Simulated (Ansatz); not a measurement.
`C=CC(C)F`, one more setting.

```yaml
crystal:
  periodic: [false, false, false]
  atoms:
    - {symbol: C, position_ang: [-1.864073, -0.351678, 0.551214]}
    - {symbol: C, position_ang: [-0.561591, -0.584605, 0.551538]}
    - {symbol: C, position_ang: [0.489454, 0.445698, 0.305604]}
    - {symbol: C, position_ang: [1.337659, 0.136915, -0.908426]}
    - {symbol: F, position_ang: [-0.091906, 1.692886, 0.132902]}
    - {symbol: H, position_ang: [-2.254149, 0.643592, 0.375277]}
    - {symbol: H, position_ang: [-2.575765, -1.148576, 0.729077]}
    - {symbol: H, position_ang: [-0.179810, -1.586576, 0.733622]}
    - {symbol: H, position_ang: [1.130811, 0.524716, 1.194013]}
    - {symbol: H, position_ang: [2.096557, 0.908692, -1.045744]}
    - {symbol: H, position_ang: [1.839442, -0.825227, -0.784703]}
    - {symbol: H, position_ang: [0.710470, 0.088863, -1.800473]}
basis:
  gaussian: {orbitals: def2-mTZVP, fitting: {mean_field: cc-pVTZ-jkfit}, point_charges: [{charge: -1.00, position_ang: [5.065, -0.453, 0.620]}]}
magnetization: {spin_polarized: true, initial_magnetization: 0}
hamiltonian: {xc: {name: r2SCANh}, dispersion: d3bjatm}
output: {forces: true}
```

```sh
$ ansatz run in.yaml --threads 4 --pin off --events-out ev --progress --plain --max-ram 10444MiB
```

It prints (some lines left out):

```
Functional definition: r2SCANh
605 factors; integrals over basis functions are off by at most 1.4e-1 eV
mean field evaluation 1: about -6967.7879 eV, gradient 4.5e1 eV
mean field evaluation 2: about -6966.1669 eV, gradient 4.7e1 eV
mean field evaluation 4: about -6976.8339 eV, gradient 1.2e0 eV
mean field evaluation 8: about -6976.8450 eV, gradient 4.5e-2 eV
mean field evaluation 16: about -6976.8451 eV, gradient 1.2e-5 eV
mean field -6976.84505688 eV, -256.3943267650 hartree, gradient 1.2e-5 eV, S^2 0.000000; 0 other end points of the search recorded, 0 dependent functions left out
reference -6976.84506930 eV, -256.3943272214 hartree; 20, 20 occupied and 96, 96 virtual orbitals, 605 factors
Total energy: -6976.90597692 eV, -256.3965655352 hartree
Atom 0 at    -1.864073    -0.351678     0.551214 Å, force    -0.137574     0.004392    -0.000433 eV/Å
Atom 1 at    -0.561591    -0.584605     0.551538 Å, force     0.075749     0.042549    -0.016360 eV/Å
Atom 2 at     0.489454     0.445698     0.305604 Å, force     0.471542    -0.469033     0.106770 eV/Å
Atom 3 at     1.337659     0.136915    -0.908426 Å, force     0.048971    -0.079847    -0.035788 eV/Å
Atom 4 at    -0.091906     1.692886     0.132902 Å, force    -0.398438     0.507467    -0.050350 eV/Å
Atom 5 at    -2.254149     0.643592     0.375277 Å, force    -0.000442    -0.019301     0.005562 eV/Å
Atom 6 at    -2.575765    -1.148576     0.729077 Å, force    -0.026857     0.005548    -0.000659 eV/Å
Atom 7 at    -0.179810    -1.586576     0.733622 Å, force     0.031736     0.039564    -0.005435 eV/Å
Atom 8 at     1.130811     0.524716     1.194013 Å, force     0.025124    -0.052454    -0.120737 eV/Å
Atom 9 at     2.096557     0.908692    -1.045744 Å, force     0.020945    -0.175939     0.103344 eV/Å
Atom 10 at     1.839442    -0.825227    -0.784703 Å, force     0.121023     0.182561     0.037344 eV/Å
Atom 11 at     0.710470     0.088863    -1.800473 Å, force    -0.091994     0.016967     0.007333 eV/Å
Dipole moment:     0.500087    -0.360709     0.030865 e Å
```

Run time 2.3 s (4 threads of an Intel Xeon Platinum 8375C on a shared host); peak host memory 0.44 GiB.
